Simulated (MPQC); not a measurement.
# BH3 (SMILES [H]B([H])[H]): UPBE0/3-21G(d) (spherical functions)

Aim: the energy change on altering one bond length of BH3 at UPBE0/3-21G* (spherical functions), from 2 runs. 

The results are computed with MPQC 2.3.1.

9 further runs of the same task are left out: 3 that didn't finish, 6 set aside as unsound or not needed.

### Step 1. Starting point

BH3 has 4 atoms, charge 0, and is taken as a singlet. SMILES: `[H]B([H])[H]`. Geometry: relaxed at GFN2-xTB.

Bond lengths: B1–H2 1.164 Å, B1–H3 1.165 Å, B1–H4 1.165 Å. Angles: H2–B1–H3 120.0°, H2–B1–H4 120.0°, H3–B1–H4 120.0°.

### Step 2. The energy at UPBE0/3-21G(d) (spherical functions)

The input, mol.in:

```
% emacs should use -*- KeyVal -*- mode
molecule<Molecule>: (
   symmetry = auto
   unit = angstrom
   { atoms geometry } = {
      B  [ 0.000060     0.000030    -0.001400 ]
      H  [ 1.163870    -0.030320     0.015280 ]
      H  [ -0.555340     1.023410    -0.018650 ]
      H  [ -0.608600    -0.993120     0.004770 ]
   }
)
basis<GaussianBasisSet>: (
   name = "3-21G*"
   molecule = $:molecule
   puream = yes
)
mpqc: (
   checkpoint = no
   savestate = no
   restart = no
   do_energy = yes
   do_gradient = no
   optimize = no
   mole<UKS>: (
      molecule = $:molecule
      basis = $:basis
      total_charge = 0
      multiplicity = 1
      memory = 1000000000
      print_evals = yes
      print_npa = yes
      maxiter = 100
      functional<SumDenFunctional>: (
         a0 = 0.25
         coefs = [ 0.75 1 ]
         funcs: [ <PBEXFunctional>: () <PBECFunctional>: () ]
      )
      integrator<RadialAngularIntegrator>: ( grid = medium )
      guess_wavefunction<UHF>: (
         molecule = $:molecule
         total_charge = 0
         multiplicity = 1
         memory = 1000000000
         value_accuracy = 1e-3
         basis<GaussianBasisSet>: (
            name = "STO-3G"
            molecule = $:molecule
         )
      )
   )
)
```

Command:

```console
$ mpqc mol.in > mol.out
```

Standard output, cut to the lines that bear on the results:

```text
MPQC: Massively Parallel Quantum Chemistry
[...]
  Integrated electron density error = 0.000248261152
  iter     1 energy =  -26.3850092944 delta = 2.12082e-01
  Integrated electron density error = 0.000253056280
  iter     2 energy =  -26.4045930687 delta = 2.32618e-02
[...]
  Integrated electron density error = -0.000000827268
  iter     7 energy =  -26.4047822426 delta = 4.14574e-05
  Integrated electron density error = -0.000000828192
  iter     8 energy =  -26.4047822442 delta = 1.17386e-05
  Integrated electron density error = -0.000000828426
  iter     9 energy =  -26.4047822448 delta = 3.46614e-06
  Integrated electron density error = -0.000000828499
  iter    10 energy =  -26.4047822450 delta = 1.06323e-06
[...]
  <S^2>      = -0.000000
  total scf energy =  -26.4047822450
Value of the MolecularEnergy:  -26.4047822450
[...]
        symmetry = c1
[...]
        nbasis = 15
[...]
      nalpha = 4
      nbeta = 4
[...]
```

It took 1.7 s on 1 thread of Intel Xeon at 2.50GHz (Skylake/Cascade Lake), shared host.

### Step 3. The distorted shape, same level

The input, job.in:

```
% emacs should use -*- KeyVal -*- mode
molecule<Molecule>: (
   symmetry = auto
   unit = angstrom
   { atoms geometry } = {
      B  [ 0.027815 -0.051112 -0.000538 ]
      H  [ 1.191625 -0.081462 0.016142 ]
      H  [ -0.555340 1.023410 -0.018650 ]
      H  [ -0.580845 -1.044262 0.005632 ]
   }
)
basis<GaussianBasisSet>: (
   name = "3-21G*"
   molecule = $:molecule
   puream = yes
)
mpqc: (
   checkpoint = no
   savestate = no
   restart = no
   do_energy = yes
   do_gradient = no
   optimize = no
   mole<UKS>: (
      molecule = $:molecule
      basis = $:basis
      total_charge = 0
      multiplicity = 1
      memory = 1000000000
      print_evals = yes
      print_npa = yes
      maxiter = 100
      functional<SumDenFunctional>: (
         a0 = 0.25
         coefs = [ 0.75 1 ]
         funcs: [ <PBEXFunctional>: () <PBECFunctional>: () ]
      )
      integrator<RadialAngularIntegrator>: ( grid = medium )
      guess_wavefunction<UHF>: (
         molecule = $:molecule
         total_charge = 0
         multiplicity = 1
         memory = 1000000000
         value_accuracy = 1e-3
         basis<GaussianBasisSet>: (
            name = "STO-3G"
            molecule = $:molecule
         )
      )
   )
)
```

Command:

```console
$ mpqc -o job.out job.in
```

Standard output, cut to the lines that bear on the results:

```text
MPQC: Massively Parallel Quantum Chemistry
[...]
  Integrated electron density error = 0.000088304833
  iter     1 energy =  -26.3826926346 delta = 2.12245e-01
  Integrated electron density error = 0.000122076422
  iter     2 energy =  -26.4047349818 delta = 2.42629e-02
[...]
  Integrated electron density error = -0.000001020507
  iter     7 energy =  -26.4050276426 delta = 4.23869e-05
  Integrated electron density error = -0.000001021297
  iter     8 energy =  -26.4050276451 delta = 1.19344e-05
  Integrated electron density error = -0.000001021496
  iter     9 energy =  -26.4050276461 delta = 3.52206e-06
  Integrated electron density error = -0.000001021556
  iter    10 energy =  -26.4050276462 delta = 1.01134e-06
[...]
  <S^2>      = 0.000000
  total scf energy =  -26.4050276462
Value of the MolecularEnergy:  -26.4050276462
[...]
        symmetry = c1
[...]
        nbasis = 15
[...]
      nalpha = 4
      nbeta = 4
[...]
```

It took 1.8 s on 1 thread of Intel Xeon at 2.50GHz (Skylake/Cascade Lake), shared host.

### Step 4. Summary of results

At UPBE0/3-21G* (spherical functions):

| quantity | value |
| --- | --- |
| first shape: total energy | -26.40478 Eh |
| distorted shape: total energy | -26.40503 Eh |
| energy change with the B1–H3 bond stretched from 1.165 to 1.223 Å | -0.007 eV |

In words: With the B1–H3 bond stretched from 1.165 to 1.223 Å the energy falls by 0.01 eV (0.2 kcal/mol). The first shape isn't relaxed at this level, so the change isn't measured from a minimum.
